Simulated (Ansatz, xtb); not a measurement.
## C2H6O2+: where a starting geometry ends

The starting geometry of this gas-phase doublet was built from a drawn formula by distance geometry and a force field; its bonds are those of `C[C@H]([O])[OH2+]`.

```xyz
10

C     0.2090    0.3796   -0.1101
C     1.6723    0.7465    0.2585
O     1.6931    1.2519    1.4747
O     2.0102    1.9284   -0.3109
H    -0.1919   -0.4696    0.4292
H    -0.4978    1.2601    0.1143
H     0.1405    0.1752   -1.1598
H     2.3281   -0.0436   -0.0533
H     1.4931    2.6019    0.1956
H     2.9268    2.1127    0.0393
```

Task: Where would you expect an optimisation with r2SCAN-D4/def2-SVP to take it?

Result: It loosens into C2H4O + H2O, which stay close as a complex (formulas without charges). Contacts that open: C2–O4 (1.35 → 1.99 Å).

The energy falls by 2.07 eV over 14 steps:

```tsv
step	E − E(last) (eV)
1	2.066
2	0.817
4	0.139
5	0.094
7	0.003
8	0.001
10	0.000
11	0.000
13	0.000
14	0.000
```

Final geometry (Å):

```xyz
10

C     0.1270    0.3945   -0.0439
C     1.4941    0.5205    0.5929
O     1.6148    0.7698    1.7901
O     2.1767    2.0747   -0.4499
H    -0.2301   -0.6183    0.2095
H    -0.5626    1.1385    0.3764
H     0.2397    0.4879   -1.1313
H     2.3191   -0.0887    0.1458
H     1.5795    2.8431   -0.4925
H     3.0253    2.4212   -0.1195
```

From the same start GFN2-xTB reaches the same bonding as this run.

No frequencies were run, so the end isn't proven a minimum. Open shells are spin-unrestricted. Run with Ansatz 0.2.0, 68 s on 2 threads of Arm Neoverse V1, with other jobs on the host.
